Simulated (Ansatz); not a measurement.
Ansatz (a first-principles code) input:

Ansatz 0.2 input:
```yaml
crystal:
  periodic: [false, false, false]
  atoms:
    - {symbol: N, position_ang: [0.00264570, 0.14563947, 0.02144324]}
    - {symbol: H, position_ang: [-0.80461872, -0.49692176, -0.06396564]}
    - {symbol: H, position_ang: [0.78609879, -0.52255452, -0.08613707]}
basis:
  gaussian:
    orbitals: def2-TZVP
hamiltonian:
  xc: b3lyp
  dispersion: d3bj
total_charge: -1
phonons: {temperatures: {t_min: 298.15, t_max: 298.15, t_step: 100}}
```

### Question
What final total energy does it print?

### Answer
-55.91088 Eh (B3LYP-D3(BJ)/def2-TZVP). The basis has 43 functions.
